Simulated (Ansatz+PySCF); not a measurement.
The numbers below are computed, except where a source is named.
# Several solutions for triplet O₂

```yaml
atoms:
  - { symbol: O, position_ang: [0.0000, 0.0000, -0.8912] }
  - { symbol: O, position_ang: [0.0000, 0.0000, 0.8912] }
```

Basis set: STO-3G (spherical functions). Charge 0, multiplicity 3.

PBE0 (unrestricted) was run from several starts with Ansatz (development build ahead of 0.2.0) and PySCF 2.14.0.

```json
{"run": "A", "program": "Ansatz", "start": "stability test followed", "converged": "yes", "energy (hartree)": "-147.99362", "<S²>": "2.03"}
{"run": "B", "program": "PySCF", "start": "program defaults", "converged": "yes", "energy (hartree)": "-147.97646", "<S²>": "2.00"}
{"run": "C", "program": "Ansatz", "start": "search for the lowest state", "converged": "yes", "energy (hartree)": "-147.99362", "<S²>": "2.03"}
{"run": "D", "program": "Ansatz", "start": "atomic start, no search", "converged": "yes", "energy (hartree)": "-147.97646", "<S²>": "2.00"}
```

**Question.** Which runs reached the lowest solution of this kind, and what is wrong with the others?

**Answer.** A, C reached the lowest solution found. Converged but too high: B by 0.47 eV, D by 0.47 eV. Convergence only shows a stationary point, and even a stable one can lie too high; stability tests and further starts are what find lower ones.
